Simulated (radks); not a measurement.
# Si²⁺ in [Ne] 3s2: an all-electron calculation

One table from this session's results is given with a row withheld; the runs are named, their logs left out.

The numbers are computed with radks (a radial shooting solver on a logarithmic mesh, Libxc functionals) version 1 (scalar-relativistic Kohn-Sham, LDA (Slater exchange, Perdew-Wang correlation), spin-unpolarised, spherical densities, point nucleus), except any that are marked as measured or tabulated.

## The system

```
element       : silicon (Z = 14)
charge        : +2
electrons     : 12
configuration : [Ne] 3s2
```

Outer shells as boxes (Hund's rule):

Si²⁺
```
[Ne] core
3s [↑↓]
```

The first run:

The run's settings:

```text
Z 14
configuration [Ne] 3s2 3p0 4s0 3d0 4f0
relativity scalar-relativistic
functional lda,pw
spin unpolarised
nucleus point
c 137.035999084
```

The run is started by

```
python run_ks.py task.json out
```

The same process makes all the runs of this session.

One of the session's tables, all rows but one given; the rest of the session is left out.

It belongs to the step «Shells». Sizes of the orbitals, from the radial functions (bohr):

```
level     <r>  outermost maximum (interpolated)  90 % within  nodes
   1s  0.1116                            0.0728        0.200      0
   2s  0.5697                             0.456        0.898      1
   2p  0.5370                             0.387        0.903      0
   3s   1.946                              1.69         2.90      2
   3p   2.220                              1.90         3.36      1
   3d   2.963                              2.46         4.62      0
   4s       ?                                 ?            ?      ?
   4f   7.222                              6.15         10.8      0
```

Q: Estimate the row for 4s from the others.

As computed: <r>: 4.575; outermost maximum (interpolated): 4.29; 90 % within: 6.60; nodes: 3. In the column «<r>» it lies between 3d (2.963) and 4f (7.222).
